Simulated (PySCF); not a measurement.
chloroform (CHCl₃), SMILES ClC(Cl)Cl. Geometry optimised at PBE-D3(BJ)/def2-SVP.

Problem. Give the equilibrium geometry at PBE-D3(BJ)/def2-SVP (PySCF confirms it by a frequency run) as Cartesian coordinates in Å, and its point group. (The exact figures need the calculation; the answer reports its results.)

Solution. point group C3v.
```xyz
5

Cl    -1.4730    -0.8504    -0.0839
C      0.0000     0.0000     0.4540
Cl     1.4730    -0.8504    -0.0839
Cl     0.0000     1.7009    -0.0839
H      0.0000     0.0000     1.5571
```
Charge 0, spin multiplicity 1.
